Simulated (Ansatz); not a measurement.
## Ansatz (development build ahead of 0.2.0) run

```yaml
crystal:
  periodic: [false, false, false]
  atoms:
    - { symbol: C, position_ang: [0.0, 0.0, -0.49508] }
    - { symbol: "N", position_ang: [0.0, 0.0, 0.63113] }
    - { symbol: H, position_ang: [0.0, 0.0, -1.56408] }
basis:
  gaussian: { orbitals: cc-pVTZ }
hamiltonian:
  xc: hf
correlation:
  method: mp2
  frozen_orbitals: { C: 1, H: 0, "N": 1 }
output:
  forces: true
```

The input is written out in the form of the current development build from the run's settings.

The run gave:

```yaml
Converged: yes
Reference_energy: -92.91010 hartree
Correlation_energy: -0.33994 hartree
Total_energy: -93.25005 hartree
Spin_squared_of_the_determinant: 0.000
Stability_test: minimum among restricted orbitals
Occupied_orbitals_by_symmetry_in_an_Abelian_subgroup_alpha;_beta: 5 A1 1 B1 1 B2; 5 A1 1 B1 1 B2
```

Forces (eV/Å):
```
atom     Fx     Fy      Fz
  C1  0.000  0.000  -5.199
  N2  0.000  0.000   4.949
  H3  0.000  0.000   0.250
```
